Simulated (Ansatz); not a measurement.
System: diamond-structure Si. Method: PBE0 (Ansatz, a first-principles code, PAW).

Numerical settings: plane-wave cutoff 460 eV, 8×8×8 k mesh, Fermi–Dirac smearing 0.01 eV, scalar-relativistic PAW data made under PBE.

Properties against volume:

| V (Å³/atom) | P (GPa) | direct gap at Γ (eV) | smallest gap on the k mesh (eV) |
|---|---|---|---|
| 19.077 | 5.69 | 3.983 | 1.730 |
| 19.579 | 2.68 | 3.972 | 1.774 |
| 20.155 | -0.34 | 3.957 | 1.820 |
| 20.583 | -2.32 | 3.945 | 1.852 |
| 21.085 | -4.37 | 3.931 | 1.886 |

The fundamental gap (1.77 eV at the equilibrium volume, with added k points) lies elsewhere than Γ–Γ.
